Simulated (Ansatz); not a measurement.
Below is the output of a Python script on Ansatz 0.2.0, Python API that makes a ladder of methods at one geometry of Si₂. Write a script that gives it. Settings (for the species named): MP2, def2-SVP basis, multiplicity 3. The script varies method: mp2, ccsd, ccsd_t, ccsdt.

| atom | x (Å) | y (Å) | z (Å) |
| --- | --- | --- | --- |
| Si | 0.0000 | 0.0000 | 0.0000 |
| Si | 0.0000 | 0.0000 | 2.2300 |

```console
$ python methods.py
Hartree-Fock reference -577.567594 Ha
mp2      total -577.692717 Ha  correlation   -3.4048 eV  (75.6 % of the last)
ccsd     total -577.724343 Ha  correlation   -4.2654 eV  (94.7 % of the last)
ccsd_t   total -577.731523 Ha  correlation   -4.4607 eV  (99.0 % of the last)
ccsdt    total -577.733131 Ha  correlation   -4.5044 eV  (100.0 % of the last)
```

The script that was run (others could print the same):

Script `methods.py`:
```python
import warnings

import ansatz as az

config = {
    "basis_set": "def2-SVP",
}

warnings.simplefilter("ignore", az.DeckWarning)

system = (
    az.Crystal.molecule()
    .atom("Si", [0.0, 0.0, 0.0])
    .atom("Si", [0.0, 0.0, 2.23])
)

job = (
    system.calculation()
    .basis(gaussian=config["basis_set"])
    .spin("collinear", total=2)
)

methods = ["mp2", "ccsd", "ccsd_t", "ccsdt"]
reports = [job.correlation(m).run(threads=1, backend="cpu").report for m in methods]
print(f"Hartree-Fock reference {reports[0]['reference_energy_ev'] / 27.211386246:.6f} Ha")
best = reports[-1]["free_energy_ev"] - reports[-1]["reference_energy_ev"]
for method, each in zip(methods, reports):
    gained = each["free_energy_ev"] - each["reference_energy_ev"]
    print(f"{method:8s} total {each['free_energy_ev'] / 27.211386246:.6f} Ha  correlation {gained:9.4f} eV  ({100 * gained / best:.1f} % of the last)")
```

Notes:
- The settings weren't tested for convergence.
- The geometry is a force-field or estimated start, not a minimum of this method, and the basis set is short of its limit. A lower total doesn't mark the better method: functionals have no common bound, and MP2 and coupled cluster aren't variational.
- The species is open-shell (spin multiplicity 3).
- Inner cores stay frozen, so this is valence correlation.
- The spin state was assumed, and another may lie lower.
- Finished in 11 s on 1 thread of Arm Neoverse V2, on a shared host, peak memory 0.16 GiB.
